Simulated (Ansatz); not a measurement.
**AlSiH4 radical (SMILES [AlH][SiH3]): single points off equilibrium**

Aim: energy, forces and dipole at a structure displaced at random from a GFN2-xTB minimum, from CCSD(T) and from density functionals.

Program: Ansatz 0.2.0, Gaussian basis. Level of theory: single points in def2-TZVPP. These are calculated values, not measurements.

Cores are frozen in the correlated methods. Orbitals are unrestricted.

### 1 The system as given

SMILES `[AlH][SiH3]`, 6 atoms, charge 0, spin multiplicity 2.

Atoms are counted from 1 here; the program's logs count them from 0.

Bond lengths: Al1–Si2 2.489 Å, Al1–H3 1.547 Å, Si2–H4 1.530 Å, Si2–H5 1.607 Å. Angles: Si2–Al1–H3 115.0°, Al1–Si2–H4 133.0°, Al1–Si2–H5 117.4°, H4–Si2–H5 103.0°.

Coordinates:

| atom | x (Å) | y (Å) | z (Å) |
| --- | --- | --- | --- |
| Al1 | 0.80830 | -1.13020 | 1.30310 |
| Si2 | -0.30350 | 0.38600 | -0.32850 |
| H3 | 1.18940 | -2.52220 | 0.74620 |
| H4 | -1.65810 | 0.34220 | -1.03840 |
| H5 | 0.63370 | 1.14900 | -1.38750 |
| H6 | -0.83180 | 1.78410 | 0.72490 |

### 2 CCSD(T)/def2-TZVPP

run/in.yaml reads:

```yaml
crystal:
  periodic: [false, false, false]
  atoms:
    - {symbol: Al, position_ang: [0.808300, -1.130200, 1.303100]}
    - {symbol: Si, position_ang: [-0.303500, 0.386000, -0.328500]}
    - {symbol: H, position_ang: [1.189400, -2.522200, 0.746200]}
    - {symbol: H, position_ang: [-1.658100, 0.342200, -1.038400]}
    - {symbol: H, position_ang: [0.633700, 1.149000, -1.387500]}
    - {symbol: H, position_ang: [-0.831800, 1.784100, 0.724900]}
basis:
  gaussian: {orbitals: def2-TZVPP}
magnetization: {spin_polarized: true, initial_magnetization: 1}
correlation: {method: ccsd_t}
scf: {omitted_lower_state_checks: [cluster_reference]}
output: {forces: true}
```

No record of the launch command was kept for these runs.

### 3 PBE0-D4/def2-TZVPP

run/in.yaml, as its differences from that of step 2:

```diff
@@ -12,4 +12,3 @@
 magnetization: {spin_polarized: true, initial_magnetization: 1}
-correlation: {method: ccsd_t}
-scf: {omitted_lower_state_checks: [cluster_reference]}
-output: {forces: true}
+hamiltonian: {xc: pbe0, dispersion: d4}
+output: {forces: true, orbitals: {seedname: orbitals}}
```

### 4 wB97M-V/def2-TZVPP

run/in.yaml, as its differences from that of step 3:

```diff
@@ -12,3 +12,3 @@
 magnetization: {spin_polarized: true, initial_magnetization: 1}
-hamiltonian: {xc: pbe0, dispersion: d4}
-output: {forces: true, orbitals: {seedname: orbitals}}
+hamiltonian: {xc: {name: wB97M-V}}
+output: {forces: true}
```

### 5 r2SCAN-D4/def2-TZVPP

run/in.yaml, as its differences from that of step 4:

```diff
@@ -12,3 +12,3 @@
 magnetization: {spin_polarized: true, initial_magnetization: 1}
-hamiltonian: {xc: {name: wB97M-V}}
+hamiltonian: {xc: r2scan, dispersion: d4}
 output: {forces: true}
```

### 6 PBE-D4/def2-TZVPP

run/in.yaml, as its differences from that of step 5:

```diff
@@ -12,3 +12,3 @@
 magnetization: {spin_polarized: true, initial_magnetization: 1}
-hamiltonian: {xc: r2scan, dispersion: d4}
+hamiltonian: {xc: pbe, dispersion: d4}
 output: {forces: true}
```

### 7 LC-wPBE/def2-TZVPP

run/in.yaml, as its differences from that of step 6:

```diff
@@ -12,3 +12,3 @@
 magnetization: {spin_polarized: true, initial_magnetization: 1}
-hamiltonian: {xc: pbe, dispersion: d4}
+hamiltonian: {xc: {name: LC-wPBE}}
 output: {forces: true}
```

### 8 BHLYP-D4/def2-TZVPP

run/in.yaml, as its differences from that of step 7:

```diff
@@ -12,3 +12,3 @@
 magnetization: {spin_polarized: true, initial_magnetization: 1}
-hamiltonian: {xc: {name: LC-wPBE}}
+hamiltonian: {xc: {name: BHLYP}, dispersion: d4}
 output: {forces: true}
```

(Steps that only read results are left out.)

What does the calculation give? Wanted: energy less free atoms, CCSD(T)/def2-TZVPP; RMS force component; RMS force error; HOMO and LUMO, PBE0-D4; T1 diagnostic.

As calculated:

| quantity | value |
| --- | --- |
| energy less free atoms, CCSD(T)/def2-TZVPP | -308.8 kcal/mol |
| RMS force component | 1.072 to 1.296 eV/Å over the methods |
| RMS force error | PBE0-D4 0.068, wB97M-V 0.040, r2SCAN-D4 0.077, PBE-D4 0.195, LC-wPBE 0.090, BHLYP-D4 0.089 eV/Å |
| HOMO and LUMO, PBE0-D4 | -6.07 and -2.92 eV |
| T1 diagnostic | 0.019 |

In words: Against CCSD(T) the functionals' energies less atoms differ by -12.1 to -3.2 kcal/mol, PBE-D4 by -6.3 kcal/mol. The reference is not at the basis limit: in triple zeta CCSD(T) underbinds, which counts against methods that bind more; the gaps are no ranking. On forces the order runs from wB97M-V to PBE-D4. Frozen-core CCSD(T) forces in triple zeta carry basis errors of their own, and this is one geometry, so small gaps rank nothing.
